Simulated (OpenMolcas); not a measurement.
# triplet HF: a chain of runs

Aim: the energy (UHF/pcseg-0), then the energy (CASSCF(2,2)/pcseg-0), then the energy (CASPT2(2,2)/pcseg-0), then a single-point energy (SC-NEVPT2(2,2)/pcseg-0), then a single-point energy (MRCI(2,2)/pcseg-0) of triplet HF. 

Program for the calculation: OpenMolcas 26.06.

## (1) The molecule

The species is HF (2 atoms), meant as a triplet with charge 0. SMILES of the parent species: `F`. The shape is that of a PBE0-D4/def2-TZVP optimisation. That shape belongs to the parent species and isn't relaxed for this state.

Bond lengths: F1–H2 0.920 Å.

## (2) The energy at UHF/pcseg-0 (run 1)

File struct.xyz:

```xyz
2

F     -0.390000     0.144600    -0.196400
H      0.390000    -0.144600     0.196400
```

File step1.inp:

```
&gateway
  baslib
  $CurrDir
  coord
  struct.xyz
  basis
  pcseg-0
  group
  NoSym

&seward

&scf
  uhf
  spin
  3
  scramble
  0.25
  prorbitals
  1 1
```

The basis set pcseg-0 is read from a file made from the Basis Set Exchange's data (not shown).

Run with:

```
$ export MOLCAS_MEM=1860
$ pymolcas step1.inp > step1.log
```

Output:

```text
--- Start Module: gateway ---
[...]
--- Stop Module: gateway /rc=_RC_ALL_IS_WELL_ ---
--- Start Module: seward ---
[...]
      Basis functions           11
--- Stop Module: seward /rc=_RC_ALL_IS_WELL_ ---
--- Start Module: scf ---
[...]
       Convergence after  16 Iterations
[...]
::    Total SCF energy                                -99.3700570663
[...]
      Total spin, S                                     1.0006171384
[...]
      Total electronic charge=   10.000000
      Total            charge=   -0.000000
[...]
      Dipole Moment (debye):
      Origin of the operator (angstrom)=   -0.3507    0.1300   -0.1766
                   X= -1.7633E+00               Y=  6.5377E-01               Z= -8.8797E-01           Total=  2.0797E+00
      Quadrupole Moment (debye*angstrom):
[...]
--- Stop Module: scf /rc=_RC_ALL_IS_WELL_ ---
[...]
```

Run time: 1.9 s. Hardware: 1 thread of Arm Neoverse V1, shared host; peak memory 0.37 GiB.

## (3) A single-point energy at CASSCF(2,2)/pcseg-0 (run 2)

struct.xyz is that of step 2.

File step2.inp:

```
* FH CASSCF
>>> EXPORT MOLCAS_PRINT=2
&gateway
baslib
$CurrDir
coord
struct.xyz
basis
pcseg-0
group
NoSym
&seward
&rasscf
fileorb
$CurrDir/step1.UnaOrb
spin
3
nactel
2 0 0
inactive
4
ras2
2
orblisting
Nothing
orbappear
Compact
```

The basis set pcseg-0 is read from a file made from the Basis Set Exchange's data (not shown).

Run with:

```
$ export MOLCAS_MEM=1860
$ pymolcas step2.inp > step2.log
```

Output:

```text
--- Start Module: gateway ---
[...]
--- Stop Module: gateway /rc=_RC_ALL_IS_WELL_ ---
--- Start Module: seward ---
[...]
      Basis functions           11
--- Stop Module: seward /rc=_RC_ALL_IS_WELL_ ---
--- Start Module: rasscf ---
[...]
      Number of active orbitals                  2
[...]
      Spin quantum number                      1.0
[...]
      Active orbitals                            2
[...]
      Number of CSFs                             1
[...]
      Number of root(s) required                 1
[...]
      Convergence after  6 iterations
[...]
      printout of CI-coefficients larger than  0.05 for root  1
      energy=     -99.368250
      conf/sym  11     Coeff  Weight
             1  uu   1.00000 1.00000
      Natural orbitals and occupation numbers for root  1
      sym 1:   1.000000   1.000000
      ************************************************************************************************************************
      *                                                    Final results                                                     *
[...]
::    RASSCF root number  1 Total energy:    -99.36825016
[...]
      Total electronic charge=   10.000000
      Total            charge=   -0.000000
[...]
      Dipole Moment (debye):
      Origin of the operator (angstrom)=   -0.3507    0.1300   -0.1766
                   X= -1.7560E+00               Y=  6.5108E-01               Z= -8.8431E-01           Total=  2.0711E+00
      Quadrupole Moment (debye*angstrom):
[...]
--- Stop Module: rasscf /rc=_RC_ALL_IS_WELL_ ---
[...]
```

Wall time 1.7 s (1 thread of Arm Neoverse V1, shared host); peak memory 0.37 GiB.

## (4) A single-point energy at CASPT2(2,2)/pcseg-0 (run 3)

struct.xyz is that of step 3.

File step3.inp:

```
* FH CASPT2

&GATEWAY
  BasLib = $CurrDir
  Coord = struct.xyz
  Basis = pcseg-0
  Group = NoSym

&SEWARD

&RASSCF
  FileOrb = $CurrDir/step2.RasOrb
  Spin = 3
  Nactel = 2 0 0
  Inactive = 4
  Ras2 = 2
  OrbListing = Nothing
  OrbAppear = Compact

&CASPT2
  Imaginary = 0.1
  Frozen = 1
```

The basis set pcseg-0 is read from a file made from the Basis Set Exchange's data (not shown).

Run with:

```
$ export MOLCAS_MEM=1860
$ pymolcas step3.inp > step3.log
```

Output:

```text
--- Start Module: gateway ---
[...]
--- Stop Module: gateway /rc=_RC_ALL_IS_WELL_ ---
[...]
      Basis functions           11
[...]
--- Start Module: rasscf ---
[...]
      Number of active orbitals                  2
[...]
      Spin quantum number                      1.0
[...]
      Active orbitals                            2
[...]
      Number of CSFs                             1
[...]
      Number of root(s) required                 1
[...]
      Convergence after  4 iterations
[...]
      printout of CI-coefficients larger than  0.05 for root  1
      energy=     -99.368250
      conf/sym  11     Coeff  Weight
             1  uu   1.00000 1.00000
      Natural orbitals and occupation numbers for root  1
      sym 1:   1.000000   1.000000
      ************************************************************************************************************************
      *                                                    Final results                                                     *
[...]
::    RASSCF root number  1 Total energy:    -99.36825016
[...]
      Total electronic charge=   10.000000
      Total            charge=   -0.000000
[...]
      Dipole Moment (debye):
      Origin of the operator (angstrom)=   -0.3507    0.1300   -0.1766
                   X= -1.7560E+00               Y=  6.5108E-01               Z= -8.8431E-01           Total=  2.0711E+00
      Quadrupole Moment (debye*angstrom):
[...]
--- Stop Module: rasscf /rc=_RC_ALL_IS_WELL_ ---
--- Start Module: caspt2 ---
[...]
 ###    WARNING: User changed nr of frozen orbitals.                         ###
 ###############################################################################
[...]
      E2 (Variational):          -0.0922171157
      Total energy:             -99.4604672727
[...]
      Reference weight:           0.98264
[...]
::    CASPT2 Root  1     Total energy:    -99.46046727
[...]
--- Stop Module: caspt2 /rc=_RC_ALL_IS_WELL_ ---
[...]
```

It took 1.8 s on 1 thread of Arm Neoverse V1, shared host; peak memory 0.37 GiB.

## (5) The energy at SC-NEVPT2(2,2)/pcseg-0 (run 4)

struct.xyz is that of step 4.

File step4.input:

```
* FH NEVPT2

&GATEWAY
  BASLIB = $CurrDir
  COORD = struct.xyz
  BASIS = pcseg-0
  GROUP = NoSym

&SEWARD

&RASSCF
  FILEORB = $CurrDir/step2.RasOrb
  SPIN = 3
  NACTEL = 2 0 0
  INACTIVE = 4
  RAS2 = 2
  ORBLISTING = Nothing
  ORBAPPEAR = Compact

&CASPT2
  SC-NEVPT2
  FROZEN = 1
```

The basis set pcseg-0 is read from a file made from the Basis Set Exchange's data (not shown).

Run with:

```
$ export MOLCAS_MEM=1860
$ pymolcas step4.input > step4.log
```

Output:

```text
--- Start Module: gateway ---

                                              &GATEWAY

                       available to each process: 1.9 GB of memory, 1 thread

 Basis Set     1 Label: F.PCSEG-0
 Basis set is read from library:.
 basistype.tbl is not found

 Basis Set     2 Label: H.PCSEG-0
 Basis set is read from library:.
 basistype.tbl is not found

++    Symmetry information:
      ---------------------

                    Character Table for C1

                             E
                    a        1  x, y, xy, Rz, z, xz, Ry, yz, Rx, I
--

++    Basis set information:
      ----------------------

      Basis set label: F.PCSEG-0.........

      Electronic valence basis set:
      ------------------
      Associated Effective Charge   9.000000 au
      Associated Actual Charge      9.000000 au
      Nuclear Model: Point charge

      Shell  nPrim  nBasis  Cartesian Spherical Contaminant
         s       6       3        X
         p       3       2        X

      Basis set label: H.PCSEG-0.........

[... 71 lines left out ...]
      Nuclear repulsion energy =    5.17695231
[... 76 lines left out ...]
      Convergence after  4 iterations
[... 10 lines left out ...]
      printout of CI-coefficients larger than  0.05 for root  1
[... 1 line left out ...]
      conf/sym  11     Coeff  Weight
[... 6 lines left out ...]
      *                                                    Final results                                                     *
[... 6 lines left out ...]
      RASSCF energy for state  1                    -99.36825016
[... 12 lines left out ...]
::    RASSCF root number  1 Total energy:    -99.36825016
[... 29 lines left out ...]
      Dipole Moment (debye):
[... 28 lines left out ...]
      Spin density orbitals for root   1 are written to the SPDORB.1 file
[... 56 lines left out ...]
      Imaginary shift                            0.00
[... 11 lines left out ...]
++ NEVPT2 computation for group   1

********************************************************************************
 Multi-State initialization phase begins for group   1
--------------------------------------------------------------------------------
********************************************************************************
 Compute H0 matrices for state    1
--------------------------------------------------------------------------------
--------------------------------------------------------------------------------
 H0 matrices have been computed.

********************************************************************************
  NEVPT2 EQUATION SOLUTION
--------------------------------------------------------------------------------
 ###############################################################################
 ###    Location: AixRd                                                      ###
 ###    File: LUCIEX                                                         ###
 ###    Premature abort while reading buffer from disk                       ###
 ###    End of file reached                                                  ###
 ###############################################################################

--- Stop Module: caspt2 /rc=-6 ---

.########################.
.# Non-zero return code #.
.########################.

    Timing: Wall=1.54 User=1.14 System=0.39
```

Run time: 1.8 s. Hardware: 1 thread of Arm Neoverse V1, shared host; peak memory 0.37 GiB.

The job broke off with an error.

## (6) The energy at MRCI(2,2)/pcseg-0 (run 5)

struct.xyz is that of step 5.

File step5.input:

```
>>> EXPORT MOLCAS_PRINT=2

&GATEWAY
 BasLib = $CurrDir
 Coord = struct.xyz
 Basis = pcseg-0
 Group = NoSym

&SEWARD

&RASSCF
 FileOrb = $CurrDir/step2.RasOrb
 Spin = 3
 Nactel = 2 0 0
 Inactive = 4
 Ras2 = 2
 OrbListing = Nothing
 OrbAppear = Compact

&MOTRA
 LumOrb
 Frozen = 1

&GUGA
 Electrons = 8
 Spin = 3
 Inactive = 3
 Active = 2
 CIAll = 1

&MRCI
 SDCI
```

The basis set pcseg-0 is read from a file made from the Basis Set Exchange's data (not shown).

Run with:

```
$ export MOLCAS_MEM=1860
$ pymolcas step5.input > step5.log
```

Output:

```text
--- Start Module: gateway ---
[...]
--- Stop Module: gateway /rc=_RC_ALL_IS_WELL_ ---
[...]
      Basis functions           11
[...]
      Number of active orbitals                  2
[...]
      Spin quantum number                      1.0
[...]
      Active orbitals                            2
[...]
      Number of CSFs                             1
[...]
      Number of root(s) required                 1
[...]
      Convergence after  4 iterations
[...]
      printout of CI-coefficients larger than  0.05 for root  1
      energy=     -99.368250
      conf/sym  11     Coeff  Weight
             1  uu   1.00000 1.00000
      Natural orbitals and occupation numbers for root  1
      sym 1:   1.000000   1.000000
      ************************************************************************************************************************
      *                                                    Final results                                                     *
[...]
::    RASSCF root number  1 Total energy:    -99.36825016
[...]
      Dipole Moment (debye):
      Origin of the operator (angstrom)=   -0.3507    0.1300   -0.1766
                   X= -1.7560E+00               Y=  6.5108E-01               Z= -8.8431E-01           Total=  2.0711E+00
      Quadrupole Moment (debye*angstrom):
[...]
      *** WARNING: Default frozen orbitals is overwritten by user input.
      *** Default values:   1
[...]
--- Start Module: guga ---
[...]
--- Stop Module: guga /rc=_RC_ALL_IS_WELL_ ---
--- Start Module: mrci ---
[...]
       (But an ACPF correction will be computed)
       USE THE DEFAULT ACPF G-VALUE GFAC=  0.25000000000000000
[...]
                      CI ENERGY:   -99.46330234
[...]
                ACPF CORRECTION:    -0.00140443
[...]
      Total electronic charge=   10.000000
      Total            charge=   -0.000000
[...]
     ACPF CORRECTION:     -0.00140443
[...]
  CI State   1     Total energy:    -99.46330234     QDav:     -0.00188185     QACPF:     -0.00140443
[...]
--- Stop Module: mrci /rc=_RC_ALL_IS_WELL_ ---
[...]
```

Wall time 1.9 s (1 thread of Arm Neoverse V1, shared host); peak memory 0.37 GiB.

## (7) Outcome

```
                                                  quantity                value
                          run 1, UHF/pcseg-0: total energy         -99.37006 Eh
                         run 1, UHF/pcseg-0: dipole moment               2.08 D
    run 1, UHF/pcseg-0: HOMO energy (highest over α and β)             -5.54 eV
     run 1, UHF/pcseg-0: LUMO energy (lowest over α and β)             -1.56 eV
                                  run 1, UHF/pcseg-0: ⟨S²⟩                2.002
                  run 2, CASSCF(2,2)/pcseg-0: total energy         -99.36825 Eh
run 2, CASSCF(2,2)/pcseg-0: dipole moment (CASSCF density)               2.07 D
                  run 3, CASPT2(2,2)/pcseg-0: total energy         -99.46047 Eh
run 3, CASPT2(2,2)/pcseg-0: dipole moment (CASSCF density)               2.07 D
                    run 5, MRCI(2,2)/pcseg-0: total energy         -99.46330 Eh
  run 5, MRCI(2,2)/pcseg-0: dipole moment (CASSCF density)               2.07 D
                             run 4, SC-NEVPT2(2,2)/pcseg-0  no result (crashed)
```

1 of the 5 runs did not end normally.
